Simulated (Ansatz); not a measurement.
Basis-set extrapolation for C₄H₆O, SMILES `CC1=C(O)C1` (PBE0-D4/def2-TZVP geometry, frozen core, Ansatz). Multiplicity 1, RHF reference.

```tsv
	def2-TZVPP	def2-QZVPP
HF	-229.818117	-229.828372
MP2 correlation	-0.892254	-0.952801
CCSD(T) correlation	-0.960486	not run
```

Energies in hartree. Use E(X) = E(∞) + A·exp(−7.88·√X) for Hartree–Fock and E(X) = E(∞) + B·X^(−2.97) for correlation, with X = 3 and 4, and add CCSD(T) minus MP2 of the smaller set to the MP2 limit.

Q: What is the CCSD(T) energy at the basis-set limit?

A: HF limit: -229.828372 + (-0.010255) × 0.13774 = -229.82978. MP2 limit: -0.952801 + (-0.060547) × 0.74074 = -0.99765. Higher-order term: -0.960486 − (-0.892254) = -0.06823. Total: -230.89566 hartree, 307.3 kJ/mol below CCSD(T)/def2-TZVPP.
